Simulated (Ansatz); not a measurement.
Program: Ansatz. Geometries: PBE0-D4/def2-TZVP. ΔE: electronic, gas phase. CCSD(T)/CBS is the MP2 limit (def2-TZVPP, def2-QZVPP) plus CCSD(T) − MP2 in def2-TZVPP, frozen cores. DFT in def2-TZVPP. B3LYP here is the variant with VWN-RPA as its local correlation; programs differ in this. HSE06 is defined as in plane-wave codes. One conformer a species, not always the lowest.

`OC1(F)C=C1` → `C#COCF`  (isomerisation)

`OC1(F)C=C1`:

```xyz
8

O    -0.502    0.468   -1.425
C     0.109   -0.159   -0.368
F     1.076   -1.015   -0.866
C    -0.612   -0.510    0.831
C     0.305    0.414    0.953
H     0.183    0.801   -2.014
H    -1.381   -1.109    1.294
H     0.822    1.110    1.595
```

`C#COCF`:

```xyz
8

C     0.750    0.453   -1.905
C     0.355   -0.203   -0.983
O    -0.069   -0.925    0.005
C    -0.444   -0.166    1.146
F    -0.852   -1.057    2.064
H     1.103    1.017   -2.734
H     0.427    0.380    1.522
H    -1.270    0.501    0.885
```

Problem. Is it downhill or uphill in electronic energy at CCSD(T)/CBS, and by how much? (Best estimate.)

Solution. The calculation gave: Uphill: ΔE = +35.1 kJ/mol.

Problem. What do these levels give: LDA (SPW92), B97M-V, PBE0-D4, HSE06-D4, CAM-B3LYP-D4, ωB97X-V, revPBE, B3LYP, CAM-B3LYP, LC-ωPBE, SCS-MP2/def2-TZVPP, CCSD/CBS(def2)? (Estimate.)

Solution. Ansatz gave: LDA (SPW92) 61.6, B97M-V 47.8, PBE0-D4 51.1, HSE06-D4 50.5, CAM-B3LYP-D4 31.6, ωB97X-V 45.8, revPBE 41.1, B3LYP 24.3, CAM-B3LYP 30.7, LC-ωPBE 58.1, SCS-MP2/def2-TZVPP 23.7, CCSD/CBS(def2) 34.1 kJ/mol.

Largest T1 diagnostic among the species: 0.013.

From PBE to PBE0 (25 % exact exchange), in def2-TZVPP and without D4, ΔE moves by +4.3 kJ/mol. Leaving LDA and LC-ωPBE aside and taking each functional with its dispersion term where it has one, the values, not all of them listed here, spread over 30.4 kJ/mol, from BLYP-D4 to PBE0-D4. LDA lies +15.7 kJ/mol from PBE without D4. In def2-TZVPP, CCSD(T) changes the Hartree–Fock value by +19.9 kJ/mol (the triples alone add +1.0 kJ/mol) and MP2 by +23.6 kJ/mol.
